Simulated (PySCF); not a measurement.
C2H4O2, SMILES COC=O (connectivity only; charge and spin as stated), charge +1, multiplicity 2. Atoms are numbered in the order given.

```xyz
8

C     -0.3851    -1.4571     0.0000
O      0.6958    -0.4231     0.0000
C      0.4562     0.8142     0.0000
O     -0.6900     1.3443     0.0000
H     -0.9754    -1.3224    -0.9150
H      0.1687    -2.3993     0.0000
H     -0.9754    -1.3224     0.9150
H      1.3089     1.5317     0.0000
```
Charge +1, spin multiplicity 2.

Geometry: TPSSh-D3(BJ)/def2-SVP. The spin state was assumed, not searched. One conformer was computed; it need not be the lowest.

All values below come from TDA-B3LYP/def2-SVPD in PySCF 2.14.0.

Vertical excitations. Isolated molecule, no solvent.

Computed excitation energies, oscillator strengths and character:
```tsv
state	energy (eV)	λ (nm)	f	main pairs
root 1	1.01	1229	0.000	β HOMO→LUMO 80 %, β HOMO−2→LUMO 17 %
root 2	2.07	598	0.000	β HOMO−1→LUMO 94 %
root 3	3.11	399	0.000	β HOMO−2→LUMO 76 %, β HOMO→LUMO 19 %
root 4	3.68	337	0.001	β HOMO−3→LUMO 89 %
root 5	5.64	220	0.002	β HOMO−5→LUMO 80 %
root 6	5.82	213	0.000	β HOMO−4→LUMO 93 %
root 7	5.83	213	0.000	α HOMO→LUMO 43 %, β HOMO→LUMO+1 48 %
root 8	6.56	189	0.000	α HOMO−1→LUMO 45 %, β HOMO−1→LUMO+1 46 %
root 9	6.99	177	0.000	α HOMO−1→LUMO 49 %, β HOMO−1→LUMO+1 47 %
root 10	7.04	176	0.013	α HOMO→LUMO 13 %, β HOMO−6→LUMO 67 %, β HOMO→LUMO+1 12 %
```
Unrestricted roots are not spin-pure.
